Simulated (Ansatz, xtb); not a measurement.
C4H5F: 3 structures ranked

3 gas-phase structures of C4H5F, from a drawn sample of its isomers (lower ones may exist). Each was relaxed with GFN2-xTB:

A. `C#C[C@@H](C)F`, a singlet
B. `CC#CCF`, a singlet
C. `CCC#CF`, a singlet

Problem. Make a reasoned guess at their ranking by r2SCAN-D4/def2-SVP//GFN2-xTB single-point energy.

Solution. Calculated order at r2SCAN-D4/def2-SVP//GFN2-xTB: B (0.000), A (0.126), C (0.596) eV.

Energies above the lowest of each column, in eV; the last columns are at r2SCAN-D4/def2-SVP geometries:

```csv
structure,GFN2-xTB,HF/STO-3G,r2SCAN-D4/def2-SVP//GFN2-xTB,r2SCAN-D4/def2-SVP,CCSD(T)/def2-SVP + ΔMP2/def2-TZVPP
B,0.000,0.000,0.000,0.000,0.000
A,0.237,0.187,0.126,0.125,0.043
C,0.277,0.093,0.596,0.601,0.717
```

Every level run on B puts it lowest or level with the lowest. The ΔMP2 step shifts differences by up to 0.143 eV, which makes them less sure. ΔMP2 is the change of the MP2 energy from the smaller to the larger basis.

Programs: Ansatz 0.2.0, xtb 6.7.1.
